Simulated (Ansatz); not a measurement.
hcp Re was calculated with PBEsol-D3(BJ) (plane waves, PAW; Ansatz, an electronic-structure program).

Numerical settings: plane-wave cutoff 520 eV, 24×24×12 k mesh (along the axes of the cell as run), Fermi–Dirac smearing 0.05 eV, no spin polarisation, scalar-relativistic PAW data made under PBE.

Cell (relaxed at this level):

```cif
data_Re2
_chemical_formula_sum 'Re2'
_space_group_name_H-M_alt 'P 1'
_space_group_IT_number 1
_cell_length_a 2.73279
_cell_length_b 2.73279
_cell_length_c 4.41283
_cell_angle_alpha 90.000
_cell_angle_beta 90.000
_cell_angle_gamma 120.000
loop_
_space_group_symop_operation_xyz
  'x, y, z'
loop_
_atom_site_label
_atom_site_type_symbol
_atom_site_fract_x
_atom_site_fract_y
_atom_site_fract_z
_atom_site_occupancy
Re1 Re 0.33333 0.66667 0.25000 1
Re2 Re 0.66667 0.33333 0.75000 1
```

Problem. Predict the bulk modulus and pressure derivative B′ of the bulk modulus.

Solution. 
- bulk modulus: 410 GPa
- pressure derivative B′ of the bulk modulus: 4.4

The run finds no gap.

Measured, for comparison: bulk modulus 369 GPa (zero-point energy and finite temperature contributions removed, our sources range from 369 to 381; as tabulated in doi:10.1021/acs.jctc.3c00612). Computed (rounded) less measured: bulk modulus +11 % (+8 % to +11 % over the range).

Note: the bulk modulus comes from volumes at which shape and atoms were relaxed.

Spin–orbit coupling is not included.

It cost about 4 core-minutes (a rough figure) of CPU time.
